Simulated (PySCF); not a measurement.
**Core-level binding energies of carbon tetrafluoride**

Compound: carbon tetrafluoride, CF₄.
Cartesian coordinates in Å at the GFN2-xTB level; atoms count from 1:
```
atom  x, y, z in Å
F1     0.3823    1.1140   -0.5884
C2     0.0017    0.0006   -0.0034
F3    -0.5151   -0.8103   -0.8990
F4     1.0395   -0.5749    0.5610
F5    -0.8999    0.2735    0.9127
```

Computed, not measured: PySCF 2.14.0, delta-SCF UKS SCAN, pcX-2 on the ionised atom, pcseg-1 elsewhere, spin-free X2C. Each binding energy is the total energy of the core-ionised species, with the hole localised on one atom, minus that of the ground state; both are solved self-consistently, so orbital relaxation is included.

Question: What binding energy does each computed site have?

Answer: 
```tsv
atom(s)	environment	level	binding energy (eV)	count
F1/F3/F4/F5	fluorine bonded to C	F 1s	695.42	4
C2	carbon bonded to 4 F	C 1s	301.71	1
```

Question: Which effective nuclear charge Zeff reproduces each element's mean 1s value in the hydrogen-like formula E = 13.606 eV × Zeff²?

Answer: C (Z = 6): mean 301.7 eV, Zeff = 4.71, Z − Zeff = 1.29; F (Z = 9): mean 695.4 eV, Zeff = 7.15, Z − Zeff = 1.85. Means run over the listed sites, weighted by atom count.

Atoms equivalent by their bonding share one computed value, that of the first of them. Geometry: GFN2-xTB; no solvent, vibrations or thermal averaging.
